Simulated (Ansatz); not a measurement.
# C5H7F: up Jacob's ladder to CCSD(T)

An exercise on one series of results from a longer session: the logs are not shown, and one member is left open.

Computed with Ansatz 0.2.0, Gaussian basis. Level: functionals in def2-TZVPP, the program's frozen cores in correlated methods.

Plan: PBE-D4, r2SCAN-D4, PBE0-D4, B3LYP-D4, ωB97X-V, ωB97M-V, B2PLYP; CCSD(T)/def2-TZVPP; MP2/def2-QZVPP; extrapolation to the limit.

## The geometry

All runs share one geometry, relaxed beforehand with PBE0-D4 in a triple-zeta def2 set.

13 atoms, charge 0, spin multiplicity 1.

Atoms are counted from 1 here; the program's logs count them from 0.

Bond lengths: C1–C2 1.199 Å, C1–H7 1.065 Å, C2–C3 1.464 Å, C3–C4 1.517 Å, C3–C5 1.517 Å, C3–F6 1.399 Å, C4–H8 1.091 Å, C4–H9 1.090 Å, C4–H10 1.091 Å, C5–H11 1.091 Å, C5–H12 1.091 Å, C5–H13 1.090 Å. Angles: C2–C1–H7 179.4°, C1–C2–C3 178.6°, C2–C3–C4 110.9°, C2–C3–C5 110.9°, C2–C3–F6 107.8°, C4–C3–C5 112.6°, C4–C3–F6 107.2°, C5–C3–F6 107.2°, C3–C4–H8 110.3°, C3–C4–H9 110.1°, C3–C4–H10 109.4°, H8–C4–H9 108.7°, H8–C4–H10 109.1°, H9–C4–H10 109.2°, C3–C5–H11 110.3°, C3–C5–H12 109.3°, C3–C5–H13 110.1°, H11–C5–H12 109.1° and more.

Geometry (Å):

```csv
atom,x (Å),y (Å),z (Å)
C1,-0.7363,1.2265,-2.0591
C2,-0.2205,0.7427,-1.0906
C3,0.3798,0.1314,0.0960
C4,-0.4297,0.4529,1.3385
C5,0.5742,-1.3602,-0.1033
F6,1.6489,0.6945,0.2716
H7,-1.1853,1.6624,-2.9202
H8,-1.4378,0.0457,1.2492
H9,-0.4985,1.5325,1.4719
H10,0.0570,0.0135,2.2110
H11,-0.3884,-1.8502,-0.2557
H12,1.0545,-1.7834,0.7807
H13,1.2024,-1.5431,-0.9751
```

The first run:

Contents of in.yaml:

```yaml
crystal:
  periodic: [false, false, false]
  atoms:
    - {symbol: C, position_ang: [-0.736273, 1.226504, -2.059081]}
    - {symbol: C, position_ang: [-0.220474, 0.742659, -1.090589]}
    - {symbol: C, position_ang: [0.379776, 0.131418, 0.096026]}
    - {symbol: C, position_ang: [-0.429701, 0.452869, 1.338502]}
    - {symbol: C, position_ang: [0.574211, -1.360155, -0.103289]}
    - {symbol: F, position_ang: [1.648859, 0.694536, 0.271562]}
    - {symbol: H, position_ang: [-1.185315, 1.662359, -2.920221]}
    - {symbol: H, position_ang: [-1.437758, 0.045684, 1.249205]}
    - {symbol: H, position_ang: [-0.498502, 1.532542, 1.471860]}
    - {symbol: H, position_ang: [0.057042, 0.013482, 2.211042]}
    - {symbol: H, position_ang: [-0.388396, -1.850188, -0.255676]}
    - {symbol: H, position_ang: [1.054529, -1.783440, 0.780699]}
    - {symbol: H, position_ang: [1.202401, -1.543070, -0.975138]}
basis:
  gaussian: {orbitals: def2-TZVPP}
hamiltonian: {xc: pbe, dispersion: d4}
output: {forces: true, orbitals: {seedname: orbitals}}
```

Run with:

```bash
$ ansatz run in.yaml --threads 4 --pin off --events-out ev --progress --plain --max-ram 10444MiB
```

Steps of the session up to this table: PBE-D4 (GGA); r2SCAN-D4 (meta-GGA); PBE0-D4 (hybrid); B3LYP-D4 (hybrid); ωB97X-V (range-separated); ωB97M-V (range-separated); B2PLYP (double hybrid); CCSD(T) in def2-TZVPP; MP2 in def2-QZVPP.

One table of the session follows, with a row left open; its other results are not shown here.

| method | atomisation energy (eV) |
| --- | --- |
| PBE-D4 | 58.123 |
| r2SCAN-D4 | 56.712 |
| PBE0-D4 | 57.007 |
| B3LYP-D4 | 56.536 |
| ωB97X-V | 56.524 |
| ωB97M-V | 56.698 |
| B2PLYP | 56.107 |
| HF/def2-TZVPP | 41.750 |
| MP2/def2-TZVPP | 56.415 |
| CCSD/def2-TZVPP | 54.317 |
| CCSD(T)/def2-TZVPP | ? |
| MP2/CBS | 57.711 |
| CCSD(T)/CBS | 56.503 |

Q: Estimate the row for CCSD(T)/def2-TZVPP from the others.

**Answer.** atomisation energy (eV): 55.208. In the column «atomisation energy (eV)» it lies between CCSD/def2-TZVPP (54.317) and B2PLYP (56.107).

Caveats from the session: Free atoms (5 C, 1 F, 7 H) were run apart at each level; the atomisation energy is their sum less the molecule, without zero-point or spin-orbit terms.
